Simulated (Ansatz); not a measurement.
Computed with Ansatz, DFT, LDA (PW92), plane waves (420 eV) with PAW, scalar-relativistic. The PAW files were generated under PBE, with cores re-solved for the functional.

An element in the bcc structure gives this curve. The cell is scaled uniformly from the relaxed one, with fractional coordinates and shape fixed. Energies are extrapolated to zero smearing, pressures are those at the given smearing. Magnetic state: spin not included.

```json
{"V (Å³/atom)": "11.037", "E − E₀ (meV/atom)": "140.6", "P (GPa)": "33.79"}
{"V (Å³/atom)": "11.539", "E − E₀ (meV/atom)": "57.6", "P (GPa)": "20.34"}
{"V (Å³/atom)": "12.040", "E − E₀ (meV/atom)": "12.9", "P (GPa)": "9.22"}
{"V (Å³/atom)": "12.542", "E − E₀ (meV/atom)": "0.0", "P (GPa)": "0.03"}
{"V (Å³/atom)": "13.044", "E − E₀ (meV/atom)": "13.3", "P (GPa)": "-7.56"}
{"V (Å³/atom)": "13.546", "E − E₀ (meV/atom)": "48.3", "P (GPa)": "-13.83"}
{"V (Å³/atom)": "14.047", "E − E₀ (meV/atom)": "101.1", "P (GPa)": "-18.99"}
```

Q: Which element is it?
A. ruthenium
B. vanadium
C. palladium
D. osmium

A: B. Its fit is V₀ = 12.52 Å³/atom, B₀ = 210 GPa, B₀′ = 3.8.
